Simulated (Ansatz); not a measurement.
Results of PBE0-D3(BJ) in Ansatz (PAW) for fcc Pt.

Settings: plane-wave cutoff 460 eV, 14×14×14 k mesh, Fermi–Dirac smearing 0.05 eV, scalar-relativistic PAW data made under PBE.

Pressure at four volumes; x = ln(V/14.615 Å³). One pressure is withheld.

```tsv
V (Å³/atom)	x	P (GPa)
13.885	-0.0512	19.08
14.615	0.0000	0.55
15.108	0.0332	-9.00
15.346	0.0488	?
```

Question: Pass a parabola P(x) through the three rows shown, estimate the bulk modulus and its pressure derivative near zero pressure, and predict the withheld pressure.

Answer: Slopes between the rows: (0.55 − (19.08))/(0.0000 − (-0.0512)) = -361.91 and (-9.00 − (0.55))/(0.0332 − (0.0000)) = -287.65 GPa. Their difference over the span 0.0844 is c = 74.26/0.0844 = 879.9 GPa, so P(x) = 19.08 + (-361.91)(x − (-0.0512)) + 879.9 (x − (-0.0512))(x − (0.0000)). At the middle row B = −dP/dx = −[-361.91 + 879.9 × 0.0512] = 316.9 GPa, and B′ = dB/dP = 2c/B = 5.6. At x = 0.0488 the parabola gives -12.82 GPa; the run gives -12.91 GPa. The Birch–Murnaghan fit to the energies at all volumes has B0 = 312 GPa and B′ = 5.4.

Measured, for comparison: bulk modulus 289 GPa (corrected for temperature and zero-point phonon effects; as tabulated in Levämäki et al. (2014), arXiv:1402.3671). Computed (rounded) less measured: bulk modulus +8 %.

Spin–orbit coupling is not included.

Ansatz is a program for electronic structure.
